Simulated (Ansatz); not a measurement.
**How far each method lies from full CI for HBeP, triplet**

Geometry: that of the HBeP, singlet, kept fixed.

```xyz
3

P     0.0000    0.0000   -1.8068
Be    0.0000    0.0000    0.2345
H     0.0000    0.0000    1.5722
```

Basis 6-31G; Ansatz 0.2.0. Only valence electrons are correlated (noble-gas cores frozen), which leaves 8 electrons in 18 orbitals. Prefix R: restricted or restricted open-shell reference; prefix U: unrestricted. Active spaces: valence = (8e, 9o) chosen from the atoms' valence shells.

Full CI is exact within this basis and frozen core; it isn't the basis-set limit. The frozen core follows each run's orbitals, which can shift R against U totals by a few meV.

For open shells CISD and CISDTQ are restricted-active-space CI with the open shells as a complete middle space.

```
UHF ⟨S²⟩                          : 2.006
T1 diagnostic (RCCSD)             : 0.0187
largest doubles amplitude (RCCSD) : 0.037
T1 diagnostic (UCCSD)             : 0.0157
```

```json
{"level": "RHF", "E − E(full CI) (meV)": "1790", "share of correlation (%)": "0.00", "wall time": "–"}
{"level": "UHF", "E − E(full CI) (meV)": "1735", "share of correlation (%)": "3.10", "wall time": "–"}
{"level": "RMP2", "E − E(full CI) (meV)": "483", "share of correlation (%)": "73.03", "wall time": "–"}
{"level": "UMP2", "E − E(full CI) (meV)": "477", "share of correlation (%)": "73.35", "wall time": "–"}
{"level": "CISD", "E − E(full CI) (meV)": "92", "share of correlation (%)": "94.88", "wall time": "0.72 s"}
{"level": "RCCSD", "E − E(full CI) (meV)": "45", "share of correlation (%)": "97.51", "wall time": "–"}
{"level": "UCCSD", "E − E(full CI) (meV)": "44", "share of correlation (%)": "97.55", "wall time": "–"}
{"level": "RCCSD(T)", "E − E(full CI) (meV)": "13", "share of correlation (%)": "99.27", "wall time": "0.81 s"}
{"level": "UCCSD(T)", "E − E(full CI) (meV)": "13", "share of correlation (%)": "99.27", "wall time": "0.66 s"}
{"level": "BCCD(T)", "E − E(full CI) (meV)": "14", "share of correlation (%)": "99.23", "wall time": "0.66 s"}
{"level": "RCCSDT", "E − E(full CI) (meV)": "1", "share of correlation (%)": "99.96", "wall time": "–"}
{"level": "UCCSDT", "E − E(full CI) (meV)": "1", "share of correlation (%)": "99.96", "wall time": "–"}
{"level": "CISDTQ", "E − E(full CI) (meV)": "2", "share of correlation (%)": "99.91", "wall time": "4.2 s"}
{"level": "RCCSDT(Q)", "E − E(full CI) (meV)": "0", "share of correlation (%)": "99.99", "wall time": "2.5 s"}
{"level": "UCCSDT(Q)", "E − E(full CI) (meV)": "0", "share of correlation (%)": "100.01", "wall time": "2.2 s"}
{"level": "RCCSDTQ", "E − E(full CI) (meV)": "0", "share of correlation (%)": "100.00", "wall time": "19 s"}
{"level": "UCCSDTQ", "E − E(full CI) (meV)": "0", "share of correlation (%)": "100.01", "wall time": "19 s"}
{"level": "CASSCF (valence space)", "E − E(full CI) (meV)": "693", "share of correlation (%)": "61.28", "wall time": "–"}
{"level": "NEVPT2 (valence space)", "E − E(full CI) (meV)": "210", "share of correlation (%)": "88.28", "wall time": "2.9 s"}
{"level": "MRCISD (valence space)", "E − E(full CI) (meV)": "17", "share of correlation (%)": "99.07", "wall time": "–"}
{"level": "MRCISD+Q (valence space)", "E − E(full CI) (meV)": "4", "share of correlation (%)": "99.79", "wall time": "4.1 s"}
{"level": "MRCISD+Q(relaxed) (valence space)", "E − E(full CI) (meV)": "-2", "share of correlation (%)": "100.10", "wall time": "4.7 s"}
```

The correlation energy at full CI, counted from RHF, is -1.790 eV. That run took 13 s on 1 thread of Arm Neoverse V1, shared host over 2,340,352 determinants.

Times hold each run's SCF and search for its determinant on a shared host, so for small cases they say little of a method's own cost; they ran on 1 thread of Arm Neoverse V1. Some runs computed forces too.

The full-CI state has the irrep A2 of C2v, in the program's axes (one component, if the state is degenerate).

Natural occupations of full CI about the gap: 1.979 1.967 1.962 0.994 0.994 0.032 0.015 0.014 0.014 0.009; effectively unpaired electrons, Σ n²(2−n)², 2.02.
